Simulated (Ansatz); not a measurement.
Rutile SnO2 was calculated with LDA in Ansatz (plane waves, PAW).

Run with plane-wave cutoff 520 eV, 8×8×10 k mesh (along the axes of the cell as run), Fermi–Dirac smearing 0.01 eV, scalar-relativistic PAW data made under PBE.

Cell (measured lattice):

Space group P4₂/mnm (No. 136); a = b = 4.737 Å, c = 3.186 Å, α = β = γ = 90.00°

```
atom  site  symmetry       x       y       z
----  ----  --------  ------  ------  ------
Sn      2a      m.mm  0.0000  0.0000  0.0000
O       4f      m.2m  0.3058  0.3058  0.0000
```

Estimate the band gap that the calculation returns.


* **band gap**: 1.11 eV

Measured, for comparison: band gap 3.81 eV (zero-point renormalisation of 215 meV (computed, non-adiabatic AHC, without the lattice-expansion part) added back here to the 1.8 K gap of; inputs from Miglio et al. (2020), arXiv:2011.12765).

Note: cell and atoms aren't relaxed at this level (largest force component 0.03 eV/Å, pressure -1.0 GPa).

Spin–orbit coupling is not included.

Static lattice: no zero-point or thermal effects.

Ansatz is a program for electronic structure.
